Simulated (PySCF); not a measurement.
# CH3F (fluoromethane) at CCSD(T)/def2-TZVPP

Aim: the energy change on altering one bond length of CH3F (fluoromethane) at CCSD(T)/def2-TZVPP, from 2 runs. 

The calculation is run with PySCF 2.14.0.

1 further run of the same task is left out (set aside as unsound or not needed).

## Step 1: The molecule

The species is CH3F (5 atoms), meant as a singlet with charge 0. SMILES: `CF`. The coordinates come from a PBE0-D4/def2-TZVP relaxation.

Bond lengths: C1–F2 1.376 Å, C1–H3 1.092 Å, C1–H4 1.092 Å, C1–H5 1.092 Å. Angles: F2–C1–H3 109.1°, F2–C1–H4 109.1°, F2–C1–H5 109.1°, H3–C1–H4 109.9°, H3–C1–H5 109.9°, H4–C1–H5 109.9°.

## Step 2: A single-point energy at CCSD(T)/def2-TZVPP

File calc.py:

```python
from pyscf import gto, scf, cc

system = gto.M(
    atom='''
C       -0.050700       0.032900       0.007800
F        1.094100      -0.710500      -0.168600
H       -0.918700      -0.626900      -0.058000
H       -0.104800       0.796000      -0.772000
H       -0.019800       0.508500       0.990700
''',
    basis='def2-tzvpp',
    max_memory=1860,
    spin=0,
    verbose=3,
    charge=0,
)

hf = scf.RHF(system)
hf.conv_tol = 1e-10
hf.kernel()
if not hf.converged:
    hf = hf.newton().run(hf.mo_coeff, hf.mo_occ)

mycc = cc.CCSD(hf, frozen=2)
mycc.kernel()
e_t = mycc.ccsd_t()
e_tot = mycc.e_tot + e_t
print('E = %.10f Eh' % e_tot)
```

Launch:

```sh
OMP_NUM_THREADS=1 python calc.py
```

Standard output:

```text
converged SCF energy = -139.102217962645
E(CCSD) = -139.5511024986785  E_corr = -0.4488845360339017
CCSD(T) correction = -0.0129692693763089
E = -139.5640717681 Eh
```

It took 44 s on 1 thread of Arm Neoverse N1, shared host; peak memory 0.71 GiB.

## Step 3: The distorted shape, same level

File job.py:

```python
from pyscf import gto, scf, cc

molecule = gto.M(
    atom='''
C     -0.065141    -0.370418     0.456796
F      2.098218    -1.775241     0.123448
H     -1.705423    -1.617260     0.332452
H     -0.198043     1.504222    -1.458869
H     -0.006748     0.528335     2.314208
''',
    verbose=3,
    unit='bohr',
    max_memory=1860,
    basis='def2-tzvpp',
)

myscf = scf.RHF(molecule)
myscf.conv_tol = 1e-10
myscf.kernel()
if not myscf.converged:
    myscf = myscf.newton().run(myscf.mo_coeff, myscf.mo_occ)

mycc = cc.CCSD(myscf, frozen=2)
mycc.kernel()
e_t = mycc.ccsd_t()
e_final = mycc.e_tot + e_t
print('E(%s) = %.9f' % ('CCSD(T)', e_final))
```

Launch:

```sh
OMP_NUM_THREADS=1 python job.py
```

Standard output:

```text
converged SCF energy = -139.058636851344
E(CCSD) = -139.5129204521891  E_corr = -0.4542836008454049
CCSD(T) correction = -0.0139924716295151
E(CCSD(T)) = -139.526912924
```

It took 48 s on 1 thread of Arm Neoverse N1, shared host; peak memory 0.71 GiB.

## Step 4: Outcome

At CCSD(T)/def2-TZVPP, 2 core orbitals frozen:

| quantity | value |
| --- | --- |
| first shape: total energy | -139.56407 Eh |
| first shape: dipole moment (Hartree–Fock density) | 2.02 D |
| first shape: HOMO energy (Hartree–Fock orbitals) | -14.38 eV |
| first shape: LUMO energy (Hartree–Fock orbitals) | 4.19 eV |
| first shape: HOMO–LUMO gap (Hartree–Fock orbitals) | 18.57 eV |
| first shape: correlation energy (2 core orbitals frozen) | -461.9 mEh |
| first shape: (T) correction | -12.97 mEh |
| first shape: T1 diagnostic | 0.009 |
| distorted shape: total energy | -139.52691 Eh |
| distorted shape: dipole moment (Hartree–Fock density) | 1.88 D |
| distorted shape: HOMO energy (Hartree–Fock orbitals) | -12.96 eV |
| distorted shape: LUMO energy (Hartree–Fock orbitals) | 3.68 eV |
| distorted shape: HOMO–LUMO gap (Hartree–Fock orbitals) | 16.63 eV |
| distorted shape: correlation energy (2 core orbitals frozen) | -468.3 mEh |
| distorted shape: (T) correction | -13.99 mEh |
| distorted shape: T1 diagnostic | 0.011 |
| energy change with the C1–H4 bond stretched from 1.092 to 1.420 Å | 1.011 eV |

In words: With the C1–H4 bond stretched from 1.092 to 1.420 Å the energy rises by 1.01 eV (23 kcal/mol). The first shape isn't relaxed at this level, so the change isn't measured from a minimum. Mulliken charges (first shape) of the mean-field density run from -0.31 on F2 to +0.11 on C1. The triples (first shape) make up 2.8 % of the correlation energy. The triples (distorted shape) make up 3.0 % of the correlation energy.
